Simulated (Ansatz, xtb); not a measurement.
## Two isomers of HN2O−

We compare X, `[H]/N=N\[O-]`, a singlet, with Y, `[H]/N=N/[O-]`, a singlet. Both are isolated ions in the gas phase, relaxed with r2SCAN-D4/def2-TZVPD.

X (Å):

```xyz
4

N    -0.3636   -0.0939    1.1702
N    -1.2955   -0.8899    0.8174
O    -1.3121   -1.3300   -0.3883
H     0.2374    0.0358    0.3172
```

Y (Å):

```yaml
atoms:
  - { symbol: N, position_ang: [0.4930, 0.6382, -1.0560] }
  - { symbol: N, position_ang: [-0.4223, -0.2714, -0.9472] }
  - { symbol: O, position_ang: [0.0034, -1.4529, -0.7591] }
  - { symbol: H, position_ang: [-0.0616, 1.4923, -1.1991] }
```

Energies in hartree; the thermal terms are from r2SCAN-D4/def2-TZVPD harmonic frequencies (ideal gas, rigid rotor, one conformer each, 298.15 K, 1 atm) and include the zero-point energy:

|  | X | Y |
| --- | --- | --- |
| E, CCSD(T)/def2-TZVPPD | −185.028381 | −185.023896 |
| zero-point energy | 0.019624 | 0.020221 |
| H(298 K) − E | 0.023589 | 0.024193 |
| G(298 K) − E | −0.004180 | −0.003535 |

Work out ΔE, ΔE₀, ΔH and ΔG for X → Y in kcal/mol (1 Eh = 627.51 kcal/mol) and the equilibrium ratio [Y]/[X].

1. ΔE = −185.023896 − (−185.028381) = +0.004485 Eh = +2.81 kcal/mol.
2. ΔE₀ = ΔE + ΔZPE = +0.004485 + (+0.000597) Eh = +3.19 kcal/mol.
3. ΔH = ΔE + (+0.000604) Eh = +3.19 kcal/mol.
4. ΔG = ΔE + (+0.000645) Eh = +3.22 kcal/mol, so ΔS = (ΔH − ΔG)/T = −0.4 J/(mol K).
5. kT = 0.9442 mEh, so K = [Y]/[X] = exp(−ΔG/kT) = exp(−5.43) ≈ 0.0044.

Structure X is favoured at this temperature. An error of 1 kcal/mol in ΔG would change K by a factor of 5.4. HF/STO-3G found them nearly level. Large T1 diagnostics make the coupled-cluster value less sure. Mirror images and further conformers aren't counted.

As drawn, both hold the same kinds of bond in the same numbers.

Other levels gave ΔE = +9.0 (GFN2-xTB); −0.3 (HF/STO-3G, GFN2-xTB geometries); +2.2 (r2SCAN-D4/def2-SVPD, GFN2-xTB geometries); +3.2 (r2SCAN-D4/def2-TZVPD); +2.3 (HF/def2-TZVPPD); +2.5 (MP2/def2-TZVPPD) kcal/mol. The correlated steps freeze 3 core orbitals. Programs: Ansatz 0.2.0, xtb 6.7.1.
